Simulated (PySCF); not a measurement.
# Ionisation energy of Be by level of theory

Be [He] 2s2 (1S) → Be+ [He] 2s1 (2S), as a difference of total energies. Computed with PySCF 2.14 in aug-cc-pVDZ-DK, with the spin-free X2C one-electron Hamiltonian (Gaussian nucleus). Correlated levels: valence: 1s2 frozen. The calculations carry no spin-orbit coupling.

Q: Order these methods by the ionisation energy they give, lowest first.
A. UHF
B. SCS-MP2 (valence)
C. CCSD (valence)
D. MN15

A: A (8.076 eV), B (8.917 eV), D (8.999 eV), C (9.287 eV).

Errors of the correlated levels include the incompleteness of this basis and the frozen core.

With two correlated electrons CCSD is exact in that space.

For comparison: 9.323 eV (measured; NIST Atomic Spectra Database, ionization energies).
